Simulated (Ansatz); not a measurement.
We consider hcp Ru, described by revPBE (plane waves, PAW; Ansatz, a program for electronic structure).

Excerpt of the program's output:

```
Relaxation: its limit of steps is 80 (relax.max_steps)
Crystal: 2 atoms, lattice volume = 28.371 Å³
Basis set: ecut = 520 eV, 761 PW (Γ), exchange–correlation on 48×48×72 points (8 copies of the dense FFT grid, shifted against one another)
Bands: 20, of which v1, the nominal top of the filled ones, is band 16 counted from 1 (15 counted from 0)
Symmetry: 24 space group operations
Space group: P63/mmc (ITA 194), of the structure as read, at distance tolerance 3.0e-5 Å
k-points: 488 of 8064
Functional: x = revpbe(κ = 1.245, μ = 0.2195149727645171), c = pbe(β = 0.06672455060314922)
SCF iter   1: F=—  HF=-11767.749615 eV  |F-HF|=—  |Δ(HF+E_count)|=         —  Δρ=6.46e-3  dr2=2.58e-3
SCF iter   2: F=—  HF=-11767.752631 eV  |F-HF|=—  |Δ(HF+E_count)|=   3.02e-3  Δρ=3.83e-3  dr2=9.32e-4
  ...
SCF 1 converged in 6 iterations: F = -11767.753860 eV  dr2 = 8.22e-10
Crystal: 2 atoms, lattice volume = 28.371 Å³
Initial density: handed on by an earlier stage of this run
SCF 2 converged in 6 iterations: F = -11767.753870 eV  dr2 = 9.80e-14
Crystal: 2 atoms, lattice volume = 28.371 Å³
SCF 3 converged in 6 iterations: F = -11767.753881 eV  dr2 = 1.63e-14
Crystal: 2 atoms, lattice volume = 28.371 Å³
SCF iter   7: F=-11767.753882 eV  HF=-11767.753882 eV  |F-HF|=0.00e0  |Δ(HF+E_count)|=  1.82e-12  Δρ=3.71e-9  dr2=1.43e-15
SCF iter   8: F=-11767.753882 eV  HF=-11767.753882 eV  |F-HF|=3.64e-12  |Δ(HF+E_count)|=  1.82e-12  Δρ=2.14e-10  dr2=1.02e-17
SCF 4 converged in 8 iterations: F = -11767.753882 eV  dr2 = 1.02e-17
SCF converged after 8 iterations
Free energy (F): -11767.753882 eV
Internal energy: -11767.737385 eV  (E = F + TS)
E sigma→0 (E₀):  -11767.745633 eV
Fermi energy:    22.349437 eV
--- Forces (eV/Å), atoms counted from 1 ---
  atom   1  Ru     0.00000000     0.00000000     0.00000000
  atom   2  Ru    -0.00000000    -0.00000000     0.00000000
--- Stress (GPa, compression-positive) ---
       -5.641646       0.000000       0.000000
       -0.000000      -5.641646       0.000000
        0.000000       0.000000      -5.642390
  P = ⅓ Tr σ = -5.6419 GPa (-56.419 kbar)
```

Problem. Write an input file that could have produced this run (the log leaves some choices open).

Solution. One answer among several that fit: 
Ansatz 0.2 input:
```yaml
crystal:
  lattice:
    - [1.3745959777, -2.3808700732, 0.0]
    - [1.3745959777, 2.3808700732, 0.0]
    - [0.0, 0.0, 4.334508107]
  atoms:
    - { symbol: Ru, position: [0.3333333333, 0.6666666667, 0.25] }
    - { symbol: Ru, position: [0.6666666667, 0.3333333333, 0.75] }
basis:
  ecutwfc: 520
  ecutrho_ratio: 4
  xc_grid: 2
kpoints:
  mp_grid: { grid: [24, 24, 14] }
hamiltonian:
  xc: revpbe
  dispersion: none
  pseudopotentials: { kind: paw }
scf:
  occupations: { method: fermi_dirac, width: 0.05 }
output:
  forces: true
  stress: true
  eigenvalues: true
relax:
  f_tol: 0.004
  escape_saddle: false
  max_steps: 80
  cell: { stress_tol: 0.02, fix: [volume] }
```

The cell is one volume of an energy–volume scan, off the minimum.

The PAW data were made under PBE.

Computing time: roughly 60 core-seconds.
